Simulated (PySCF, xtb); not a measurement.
NaCl, SMILES [Cl][Na].

Harmonic wavenumbers (cm⁻¹) from xtb with GFN2-xTB at its own minimum, in rising order: 314.

**Question.** What does B3LYP-D3(BJ)/def2-TZVPD in PySCF give at its own minimum? (An estimate is asked for; the answer gives what the named calculation found.)

**Answer.** 357. Paired by order, the mean absolute difference is 43 cm⁻¹ and the zero-point energies are 0.4 and 0.5 kcal/mol.
